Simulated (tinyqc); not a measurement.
Worked calculation: RHF in the sto-3g basis, for H2O, spin multiplicity 1. One step of it, computed by the program tinyqc.

Problem. Iteration 1: diagonalisation and new density. A level shift of 0.2 hartree raises the virtual space: F + shift (S - S D(s) S), with D(s) the density of one spin (D/2). Diagonalise F' = X^T F X, C = X C', fill 5 alpha and 5 beta electrons from the bottom; D = 2 C_occ C_occ^T. Each column has its largest component positive (the first on a tie).

Fock matrix F (hartree), order 1O 1s, 1O 2s, 1O 2px, 1O 2py, 1O 2pz, 2H 1s, 3H 1s:
```
[[-20.363455, -5.197966, 0.000000, 0.000486, -0.006850, -0.747400, -0.793581],
 [-5.197966, -2.550654, 0.000000, 0.004903, -0.068649, -0.786762, -0.822286],
 [0.000000, 0.000000, -0.253363, 0.000000, 0.000000, 0.000000, 0.000000],
 [0.000486, 0.004903, 0.000000, -0.346748, 0.002531, -0.322621, 0.333875],
 [-0.006850, -0.068649, 0.000000, 0.002531, -0.288615, -0.216054, -0.222555],
 [-0.747400, -0.786762, 0.000000, -0.322621, -0.216054, -0.353753, -0.231038],
 [-0.793581, -0.822286, 0.000000, 0.333875, -0.222555, -0.231038, -0.377228]]
```

X, order 1O 1s, 1O 2s, 1O 2px, 1O 2py, 1O 2pz, 2H 1s, 3H 1s:
```
[[1.023467, -0.135156, 0.000000, 0.000337, -0.005698, 0.017859, 0.018555],
 [-0.135156, 1.137580, 0.000000, -0.003912, 0.053087, -0.198644, -0.210458],
 [0.000000, 0.000000, 1.000000, 0.000000, 0.000000, 0.000000, 0.000000],
 [0.000337, -0.003912, 0.000000, 1.072260, -0.001615, -0.167171, 0.173983],
 [-0.005698, 0.053087, 0.000000, -0.001615, 1.024368, -0.091967, -0.096552],
 [0.017859, -0.198644, 0.000000, -0.167171, -0.091967, 1.103572, -0.043361],
 [0.018555, -0.210458, 0.000000, 0.173983, -0.096552, -0.043361, 1.112751]]
```

D at the start, order 1O 1s, 1O 2s, 1O 2px, 1O 2py, 1O 2pz, 2H 1s, 3H 1s:
```
[[2.143683, -0.492295, 0.000000, -0.000399, 0.012378, -0.016346, -0.016573],
 [-0.492295, 2.092525, 0.000000, 0.002247, -0.062436, 0.058290, 0.057801],
 [0.000000, 0.000000, 1.308027, 0.000000, 0.000000, 0.000000, 0.000000],
 [-0.000399, 0.002247, 0.000000, 1.173412, 0.001390, 0.121603, -0.120748],
 [0.012378, -0.062436, 0.000000, 0.001390, 1.262119, 0.060060, 0.059689],
 [-0.016346, 0.058290, 0.000000, 0.121603, 0.060060, 0.993896, 0.043753],
 [-0.016573, 0.057801, 0.000000, -0.120748, 0.059689, 0.043753, 0.994355]]
```

overlap S, order 1O 1s, 1O 2s, 1O 2px, 1O 2py, 1O 2pz, 2H 1s, 3H 1s:
```
[[1.000000, 0.236704, 0.000000, 0.000000, 0.000000, 0.033104, 0.035166],
 [0.236704, 1.000000, 0.000000, 0.000000, 0.000000, 0.350716, 0.364894],
 [0.000000, 0.000000, 1.000000, 0.000000, 0.000000, 0.000000, 0.000000],
 [0.000000, 0.000000, 0.000000, 1.000000, 0.000000, 0.269858, -0.278160],
 [0.000000, 0.000000, 0.000000, 0.000000, 1.000000, 0.165563, 0.170800],
 [0.033104, 0.350716, 0.000000, 0.269858, 0.165563, 1.000000, 0.127251],
 [0.035166, 0.364894, 0.000000, -0.278160, 0.170800, 0.127251, 1.000000]]
```

Give: F' = X^T F X; orbital energies; coefficients C; D after iteration 1.

Solution.

F' = X^T F X (hartree):
```
[[-19.9914, -2.6869, 0.0000, 0.0010, -0.0259, -0.0690, -0.0793],
 [-2.6869, -1.4549, 0.0000, -0.0030, 0.0508, -0.4624, -0.4858],
 [0.0000, 0.0000, -0.1842, 0.0000, 0.0000, 0.0000, 0.0000],
 [0.0010, -0.0030, 0.0000, -0.0896, -0.0012, -0.3691, 0.3812],
 [-0.0259, 0.0508, 0.0000, -0.0012, -0.1545, -0.2114, -0.2195],
 [-0.0690, -0.4624, 0.0000, -0.3691, -0.2114, 0.0647, -0.1032],
 [-0.0793, -0.4858, 0.0000, 0.3812, -0.2195, -0.1032, 0.0678]]
```

orbital energies (hartree): [-20.3749, -1.3912, -0.5061, -0.3013, -0.1842, 0.4287, 0.5871]

coefficients C, order 1O 1s, 1O 2s, 1O 2px, 1O 2py, 1O 2pz, 2H 1s, 3H 1s:
```
[[0.9944, -0.2418, -0.0032, 0.0722, 0.0000, 0.1175, 0.0112],
 [0.0237, 0.8986, 0.0166, -0.3604, 0.0000, -0.6752, -0.0692],
 [0.0000, 0.0000, 0.0000, 0.0000, 1.0000, 0.0000, 0.0000],
 [-0.0001, -0.0043, 0.6943, 0.0091, 0.0000, -0.0625, 0.8497],
 [0.0016, 0.0605, -0.0091, 0.8438, 0.0000, -0.5930, -0.0508],
 [-0.0035, 0.1405, 0.3667, 0.2626, 0.0000, 0.7810, -0.6802],
 [-0.0036, 0.1475, -0.3706, 0.2520, 0.0000, 0.6708, 0.8073]]
```

D after iteration 1, order 1O 1s, 1O 2s, 1O 2px, 1O 2py, 1O 2pz, 2H 1s, 3H 1s:
```
[[2.1051, -0.4395, 0.0000, -0.0013, 0.0959, -0.0393, -0.0398],
 [-0.4395, 1.8764, 0.0000, 0.0088, -0.4996, 0.0753, 0.0711],
 [0.0000, 0.0000, 2.0000, 0.0000, 0.0000, 0.0000, 0.0000],
 [-0.0013, 0.0088, 0.0000, 0.9643, 0.0022, 0.5128, -0.5113],
 [0.0959, -0.4996, 0.0000, 0.0022, 1.4314, 0.4535, 0.4498],
 [-0.0393, 0.0753, 0.0000, 0.5128, 0.4535, 0.4464, -0.0980],
 [-0.0398, 0.0711, 0.0000, -0.5113, 0.4498, -0.0980, 0.4452]]
```
